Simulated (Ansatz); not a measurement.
Reaction (hydrogen abstraction from a B–H bond): `BOC` + `[CH3]`• → `[BH]OC`• + CH₄

Gas-phase electronic energies from Ansatz, PBE0-D4/def2-TZVP geometries. CCSD(T)/CBS adds triple-zeta CCSD(T) − MP2 to the extrapolated MP2 energy (def2 sets, frozen cores). This one scheme is used for every species. Open shells (•) are unrestricted, without spin–orbit coupling.

```tsv
species	CCSD(T)/CBS(def2) energy (Eh)
`BOC`	-141.04597
`[CH3]`•	-39.78218
`[BH]OC`•	-140.36809
CH₄	-40.46206
```

Q: Work out ΔE.

A: ΔE = (-140.36809) + (-40.46206) − (-141.04597) − (-39.78218) = -0.00200 Eh = -0.05 eV.

Largest T1 diagnostic among the species: 0.015.

From r2SCAN to r2SCAN0 (25 % exact exchange), in def2-TZVPP and without D4, ΔE moves by +0.04 eV. In def2-TZVPP, CCSD(T) changes the Hartree–Fock value by −0.17 eV (the triples alone add −0.03 eV) and MP2 by −0.24 eV. Leaving LDA and LC-ωPBE aside and taking each functional with its dispersion term where it has one, the values, not all of them listed here, spread over 0.22 eV, from PBE-D4 to BHLYP-D4. LDA lies −0.12 eV from PBE without D4.
